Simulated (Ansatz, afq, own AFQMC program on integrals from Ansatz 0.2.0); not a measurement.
**SiH₄, singlet in 6-31G, levels against full CI**

```xyz
5

Si    0.0000    0.0000    0.0000
H     0.8558    0.8587    0.8568
H    -0.8596   -0.8544    0.8574
H    -0.8547    0.8555   -0.8611
H     0.8584   -0.8599   -0.8531
```

Basis 6-31G. Only valence electrons are correlated. Ansatz 0.2.0 and our own AFQMC program on the same integrals; the CISD trial comes from CCSD amplitudes, and released means the phaseless constraint is let go. Free projection: walkers drawn from exp(T), propagated without any constraint. Its projection time is finite, and what remains of the start isn't in its error. Uncertainties: one standard error, sampling alone.

Determinant: RHF, the one that the program's search chose, which needn't be the lowest solution. The geometry is a point of a scan.

Full CI on the same integrals is exact in this basis and with this determinant's frozen core.

```
T1 diagnostic                               : 0.0080
weight of the determinant in the CISD state : 0.942
size of the correlated space                : 8 electrons in 16 orbitals
```

Reference: full CI, correlation energy -2.344 eV. The released energy is read at 2.40 1/Eh (meV from the phaseless value at times in 1/Eh: -0.8 ± 0.8 at 0.24, -0.2 ± 0.6 at 0.51, 0.3 ± 0.5 at 0.99, 0.6 ± 0.5 at 1.62, 0.9 ± 0.4 at 2.40).

```tsv
level	E − E(reference) (kcal/mol)	share of correlation (%)
HF	54.05	0.00
MP2	15.44	71.43
CCSD	0.74	98.64
CCSD(T)	0.21	99.61
CCSDT	0.02	99.96
CCSDT(Q)	0.01	99.99
CCSDTQ	0.00	100.00
ph-AFQMC/HF	0.06 ± 0.27	99.89
ph-AFQMC/CISD	0.00 ± 0.02	100.00
released AFQMC	0.02 ± 0.009	99.96
free AFQMC	0.00 ± 0.009	100.01
```

CCSDT and higher add their correlation energy to the determinant of the CCSD(T) run, since their own runs factorise the integrals more tightly (a shift of under 2 meV). Free projections are given only where their last times agree within the noise and don't stop above the reference; a slow remainder of the start can still hide under it. A walk keeps the symmetry of its determinant, which the program's search chose and which needn't be the lowest solution, so a lower state of the same spin and another symmetry isn't excluded. Released energies are given only where the last usable release times agree within the noise; a slower fall can still hide under it.
